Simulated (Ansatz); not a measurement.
bcc Ta, treated with BLYP (PAW; Ansatz, a quantum-chemistry and plane-wave program).

Run with plane-wave cutoff 520 eV, 24×24×24 k mesh, Fermi–Dirac smearing 0.05 eV, scalar-relativistic PAW data made under PBE.

Computed at the level's own relaxed cell.

**Question.** Estimate the equilibrium volume per atom, bulk modulus, lattice parameter a and pressure derivative B′ of the bulk modulus that the calculation returns.

**Answer.** 
- equilibrium volume per atom: 18.85 Å³/atom
- bulk modulus: 181 GPa
- lattice parameter a: 3.353 Å
- pressure derivative B′ of the bulk modulus: 4.0

The run finds no gap.

Measured, for comparison: equilibrium volume per atom 17.95 Å³/atom, lattice constant a 3.299 Å (static lattice: zero-point anharmonic expansion removed; as tabulated in Mejia-Rodriguez and Trickey (2018), arXiv:1807.09216); bulk modulus 198 GPa (corrected for temperature and zero-point phonon effects, our sources range from 194 to 203; as tabulated in Levämäki et al. (2014), arXiv:1402.3671). Computed (rounded) less measured: equilibrium volume per atom +5.0 %, bulk modulus -9 % (-7 % to -11 % over the range), lattice constant a +1.6 %.

Spin–orbit coupling is not included.

The computed numbers hold no vibrational or temperature effects.

Cost on a shared machine: about 70 core-seconds (a rough figure).
